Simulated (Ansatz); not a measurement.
## Zirconium, hcp: convergence with Fermi-Dirac smearing

Computed with Ansatz, r²SCAN, scalar-relativistic PAW, on the relaxed cell (a = 3.245 Å, c = 5.157 Å (c/a = 1.590); spin not included). Errors count from a run at 500 eV on a Γ-centred 18×18×10 mesh with Fermi-Dirac smearing of 0.1 eV, extrapolated to zero width. Fixed here: cutoff 500 eV, mesh 11×11×6. The SCF starts from atomic densities corrected by a trained network.

```tsv
width (eV)	E(σ→0) error (meV/atom)	F error (meV/atom)	P (GPa)	SCF iterations
0.01	-0.4	-0.5	-0.21	6
0.03	-0.2	-1.2	-0.15	6
0.1	0.9	-14.3	0.01	6
0.2	6.8	-63.9	0.35	6
0.3	18.4	-157.8	1.04	6
1.0	-97.3	-1962.9	10.46	6
```

What does the run at 0.6 give (width)?

E(σ→0) error (meV/atom): 27.4; F error (meV/atom): -710.4; P (GPa): 4.57; SCF iterations: 6.
